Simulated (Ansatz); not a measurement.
Reaction: H2O2 (hydrogen peroxide, SMILES OO) → 2 HO (SMILES [OH], doublet) (the O-O bond breaks)
Each species at its own B3LYP-D3(BJ)/def2-TZVP minimum (Ansatz, a program for electronic structure).

Total energies in hartree (Ansatz). UHF or UKS for unpaired electrons; spin-orbit terms are left out. Cores are frozen in correlated methods. No relativity.

| species | HF/cc-pVTZ | CCSD(T)/cc-pVTZ | HF/cc-pVQZ | CCSD(T)/cc-pVQZ | CCSDT(Q)/cc-pVTZ |
|---|---|---|---|---|---|
| 1: H2O2 (SMILES OO) | -150.83573 | -151.35850 | -150.84801 | -151.40811 | -151.35976 |
| 2: HO (SMILES [OH], doublet) | -75.41896 | -75.63769 | -75.42557 | -75.66159 | -75.63817 |

Task: Work out the bond dissociation energy (electronic) in kJ/mol: take Hartree-Fock from cc-pVQZ, extrapolate the CCSD(T) correlation energy as X^-3 (X = 3, 4), and add CCSDT(Q) - CCSD(T) in cc-pVTZ. 1 hartree = 2625.5 kJ/mol.

Result: 
Species 1: correlation (64·(-0.56010) - 27·(-0.52277))/37 = -0.58734; step -0.00126; E1 = -150.84801 + (-0.58734) + (-0.00126) = -151.43661
Species 2: correlation (64·(-0.23602) - 27·(-0.21873))/37 = -0.24864; step -0.00048; E2 = -75.42557 + (-0.24864) + (-0.00048) = -75.67469
-1·E1 +2·E2 = 0.08723 hartree = 229.0 kJ/mol.
